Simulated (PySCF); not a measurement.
Dissociation curve of CHN, SMILES C#N, singlet. The C1–N3 bond (C1 also carries H; N3 carries nothing else) is varied alone, starting from the PBE0/def2-TZVP optimised geometry.

Level of theory: CCSD(T) on UHF/6-31G, 2 core orbitals frozen (PySCF 2.14.0).

**Question.** Relative to R = 1.18 Å, what are the energies at R = 1.90, 2.50, 2.84, 3.11 Å?

**Answer.** 155.4 kcal/mol at 1.90 Å, 194.9 kcal/mol at 2.50 Å, 198.0 kcal/mol at 2.84 Å, 198.7 kcal/mol at 3.11 Å.

The unrestricted solution behind UCCSD(T) changes between 1.55 and 1.74 Å, which can leave a kink. The unrestricted determinant behind UCCSD(T) is spin-contaminated at 1.18 to 4.02 Å (<S²> up to 3.0, against 0.00 for a pure singlet).
